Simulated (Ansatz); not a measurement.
Relaxation of CH₃OS (6 atoms, charge -1, multiplicity 1), to a largest force component of 0.02 eV/Å in at most 40 steps.

All numbers below come from Ansatz, RKS PBE/6-31G.

```xyz
6
Properties=species:S:1:pos:R:3:forces:R:3
O 0.651 0.090 -1.343 1.74 1.56 -2.68
C 0.052 -0.490 -0.423 -0.64 -1.74 1.11
S -0.741 0.847 1.046 -2.17 0.01 1.24
H 0.631 -1.082 0.324 0.10 -0.41 0.30
H -0.932 -0.977 -0.619 -0.48 -0.36 0.11
H 0.340 1.611 1.015 1.44 0.94 -0.09
```

Task: Where does it end, and by what steps?

Result: It converged. The force dipped under the threshold on the way, but the program's further checks kept it going. Limits of this set-up: no polarisation functions, an anion without diffuse functions, the dipole of an ion depends on the origin. After 15 steps the energy has fallen by 0.462 eV; S3 moved furthest, 0.39 Å. Parted: C2–S3.

```tsv
step	energy less start (eV)	largest force component (eV/Å)	accepted
0	0.0000	2.677	yes
1	-0.2717	1.298	yes
2	-0.3475	1.173	yes
3	-0.3995	0.806	yes
4	-0.4387	0.501	yes
5	-0.4474	0.518	yes
6	-0.4554	0.190	yes
7	-0.4600	0.088	yes
8	-0.4611	0.028	yes
9	-0.4613	0.011	yes
10	-0.4613	0.077	no
11	-0.4614	0.014	yes
12	-0.4615	0.031	yes
13	-0.4615	0.031	yes
14	-0.4614	0.047	no
15	-0.4615	0.009	yes
```

```xyz
6
Properties=species:S:1:pos:R:3
O 0.751 -0.113 -1.563
C 0.129 -0.654 -0.600
S -0.868 1.004 1.386
H 0.649 -1.059 0.295
H -0.944 -0.936 -0.664
H 0.283 1.758 1.147
```

Whether the end is a true minimum wasn't checked by a vibrational analysis.

The run took 17 s on 1 thread of Arm Neoverse V2 (shared host), peak memory 0.11 GiB.
